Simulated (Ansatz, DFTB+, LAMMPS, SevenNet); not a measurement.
## How well does each level of theory give the elastic constant C12 of bcc Ta?

Reference value: 158 GPa (measured, 0 K, extrapolated to 0 K; zero-point effects included; as tabulated in Wang et al. (2022), arXiv:2209.12322).

```
level (code)                   value (GPa)  cell (Å³/atom)
-----------------------------  -----------  --------------
MEAM library.meam-Ta (LAMMPS)          156           18.02
GFN1-xTB as cut by DFTB+               107           19.03
SevenNet-0                             183           18.30
LDA (Ansatz)                           176           17.21
PBE (Ansatz)                    (withheld)           18.28
r²SCAN (Ansatz)                        167           18.05
HSE06 (Ansatz)                  (withheld)           18.07
```

Task: What belongs in the gaps?

Result: 
- PBE (Ansatz, an electronic-structure program), value (GPa): 160
- HSE06 (Ansatz), value (GPa): 163

Differences against the reference: MEAM library.meam-Ta -1.3 %, GFN1-xTB as cut by DFTB+ -32 %, SevenNet-0 +15.8 %, LDA +11.4 %, PBE +1.3 %, r²SCAN +5.7 %, HSE06 +3.2 %.

Once the reference is moved by up to 5.0 % (a margin picked here for doubts on the reference and the settings, and for temperature and zero-point motion) and values within 1.7 % count as equal, the nearest can be MEAM library.meam-Ta (-1.3 %), PBE (+1.3 %), HSE06 (+3.2 %) or r²SCAN (+5.7 %). Farthest off among them: GFN1-xTB as cut by DFTB+ (-32 %).

The reference isn't brought to a static lattice, while the calculations are for one, so the differences are not the levels' errors alone.  Density-functional levels without +SOC have no spin–orbit coupling. GFN1-xTB as cut by DFTB+: the method was fitted mainly to molecules. GFN1-xTB as cut by DFTB+: codes differ in how they cut the long-range tail of xTB's charge interaction in a crystal, so the value belongs to this code. LDA, PBE, r²SCAN, HSE06: shear constants of such metals converge slowly with the k mesh. HSE06: hybrids on metals are sensitive to the k mesh. Each level is taken at its own relaxed cell. Cutoffs and k meshes differ between the levels. Ansatz's density-functional and Hartree–Fock values are scalar-relativistic unless marked +SOC, with PAW data made under PBE.

Empirical potentials (MEAM library.meam-Ta) are fitted to chosen data: where that held the value shown, agreement is built in, and what lay outside the fit can be far off. Machine-learned potentials (SevenNet-0) are trained on DFT data: a solid inside that data is no test of them.

Differences are worked out from the printed values.
